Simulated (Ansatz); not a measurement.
Computed with Ansatz on PBE0-D4/def2-TZVP structures; ΔE is electronic, products minus reactants. CCSD(T)/CBS is the MP2 limit (def2-TZVPP, def2-QZVPP) plus CCSD(T) − MP2 in def2-TZVPP, frozen cores. This one scheme is used for every species. Functionals use def2-TZVPP. B3LYP here is the variant with VWN-RPA as its local correlation; programs differ in this. One conformer a species, not always the lowest.

`NC/C=C\F` + H₂ → `C=CF` + CH₃NH₂  (hydrogenolysis of a C–C bond)

| level | ΔE (kJ/mol) | difference from CCSD(T)/CBS |
| --- | --- | --- |
| PBE-D4 | -42.1 | 3.2 |
| r2SCAN-D4 | -44.1 | 1.2 |
| PBE0-D4 | -45.3 | 0.0 |
| ωB97X-V | -46.1 | -0.8 |
| B2PLYP | -51.4 | -6.1 |
| PBE | -47.9 | -2.6 |
| PBE0 | -50.3 | -5.0 |
| B3LYP | -56.7 | -11.4 |
| HF/def2-TZVPP | -66.9 | -21.6 |
| MP2/def2-TZVPP | -41.2 | 4.1 |
| SCS-MP2/def2-TZVPP | -46.2 | -0.9 |
| CCSD/def2-TZVPP | -50.5 | -5.2 |
| MP2/def2-QZVPP | -40.9 | 4.4 |
| SCS-MP2/def2-QZVPP | -46.0 | -0.7 |
| MP2/CBS(def2) | -40.5 | 4.8 |
| CCSD/CBS(def2) | -49.8 | -4.5 |
| CCSD(T)/CBS | -45.3 | 0 |

Largest T1 diagnostic among the species: 0.012.

The D4 term adds +9.1 kJ/mol with B3LYP and +5.1 kJ/mol with PBE0; it sums over pairs of atoms, weighted by their polarisabilities, and B3LYP, whose exchange is more repulsive, gets the larger term. In def2-TZVPP, CCSD(T) changes the Hartree–Fock value by +20.8 kJ/mol (the triples alone add +4.5 kJ/mol) and MP2 by +25.7 kJ/mol.
